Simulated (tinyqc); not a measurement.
Inside a calculation. Method: geometry optimisation on the UHF/sto-3g surface (energies and gradients from PySCF), for CH2, spin multiplicity 3. Computed by tinyqc, a small Python program that keeps every step (integrals from PySCF). Settings: charge = 0, multiplicity = 3, basis = sto-3g, optimiser = bfgs, first Hessian = 0.6, largest step = 0.1, iteration cap = 30. Command: `OMP_NUM_THREADS=1 python tinyqc.py 26623 26624 out.jsonl` (the two numbers bound the seeds that draw the settings). One thread of a shared host (Intel(R) Xeon(R) Processor @ 2.60GHz), about 0.5 s of CPU time with the checks.

## Step 1: energy and gradient

positions at the start (bohr):
```
          x        y        z
1C   0.0624  -0.0113  -0.0397
2H  -0.1115   1.7291   1.0129
3H  -0.1115  -1.7631   1.1244
```

Self-consistent energy and analytic gradient at these positions.

energy = -38.432532 hartree

gradient (hartree/bohr):
```
            x          y          z
1C   0.005628   0.025893  -0.036699
2H  -0.001534  -0.011911   0.010159
3H  -0.004094  -0.013982   0.026541
```

## Step 1: move

Quasi-Newton step p = -H^(-1) g (first H = 0.6 times the unit matrix); steps longer than 0.1 bohr are cut back.

positions after step 1 (bohr):
```
          x        y       z
1C   0.0530  -0.0545  0.0215
2H  -0.1089   1.7490  0.9960
3H  -0.1047  -1.7398  1.0802
```

## Step 2: energy and gradient

As before.

energy = -38.434516 hartree

gradient (hartree/bohr):
```
            x          y          z
1C   0.000697  -0.026857  -0.003586
2H  -0.001550  -0.000734   0.009900
3H   0.000852   0.027591  -0.006314
```

## Step 2: move

inverse Hessian in use (bohr^2/hartree), lower triangle:
```
         1        2        3        4        5        6        7       8
1   1.6776
2  -0.0165   1.2831
3  -0.0692   0.1175   2.1041
4  -0.0060  -0.0094   0.0386   1.6691
5  -0.0215   0.0425   0.1357   0.0123   1.7087
6   0.0390   0.0586  -0.2502  -0.0161  -0.0795   1.7717
7  -0.0049   0.0259   0.0306   0.0035   0.0092  -0.0229   1.6681
8   0.0380   0.3410  -0.2533  -0.0029  -0.0846   0.0209  -0.0352  1.4102
9   0.0302  -0.1761  -0.1872  -0.0225  -0.0562   0.1452  -0.0077  0.2324

        9
9  1.7086
```

Quasi-Newton step p = -H^(-1) g (the inverse Hessian comes from BFGS updates; coordinates in the order x, y, z of each atom); steps longer than 0.1 bohr are cut back.

positions after step 2 (bohr):
```
          x        y       z
1C   0.0499  -0.0307  0.0406
2H  -0.1064   1.7546  0.9793
3H  -0.1041  -1.7693  1.0776
```

## Convergence

Stop when the largest gradient component is below 3e-5 hartree/bohr. The inverse Hessian follows the BFGS update with s = step, y = change of gradient.

Course of the optimisation:
```
step  E (hartree)  largest gradient (hartree/bohr)
1      -38.432532                         3.67e-02
2      -38.434516                         2.76e-02
3      -38.435527                         1.35e-02
4      -38.436080                         5.31e-03
5      -38.436231                         2.03e-03
6      -38.436234                         1.74e-04
7      -38.436234                         2.19e-06
```

Final distances (angstrom):
```
pair   distance
2H-1C    1.0820
3H-1C    1.0820
3H-2H    1.9241
```

Converged in 7 steps.
